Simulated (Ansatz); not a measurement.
# BCl2H: the cost of one run

Program: Ansatz 0.2.0. Level of theory: RKS PBE0-D4/def2-SVPD. These are calculated values, not measurements.

### 1 The starting structure

Bond lengths: B1–Cl2 1.860 Å, B1–Cl3 1.860 Å, B1–H4 1.190 Å. Angles: Cl2–B1–Cl3 120.0°, Cl2–B1–H4 120.0°, Cl3–B1–H4 120.0°.

Structure file:

```xyz
4

B     0.0000    0.0000    0.0000
Cl    0.0000    0.0000    1.8600
Cl    1.6108    0.0000   -0.9300
H    -1.0305    0.0000   -0.5950
```

### 2 Relaxing the start

File input.yaml:

```yaml
crystal:
  periodic: [false, false, false]
  atoms:
    - { symbol: B, position_ang: [0.0, 0.0, 0.0] }
    - { symbol: Cl, position_ang: [0.0, 0.0, 1.86] }
    - { symbol: Cl, position_ang: [1.6108, 0.0, -0.93] }
    - { symbol: H, position_ang: [-1.0305, 0.0, -0.595] }
basis:
  gaussian: { orbitals: def2-SVPD }
hamiltonian:
  xc: pbe0
  dispersion: d4
relax:
  f_tol: 0.02
  max_steps: 40
output:
  orbitals: {}
```

The run is started by

```console
> ansatz run input.yaml --threads 1 --pin off --max-ram 2048MiB --backend cpu --events-out ev --progress --plain --runs-dir out
```

**Question.** How long does this run take on 1 thread of Arm Neoverse V1, shared host, and how much memory does it need?

About 11 s, with a peak of 0.15 GiB.
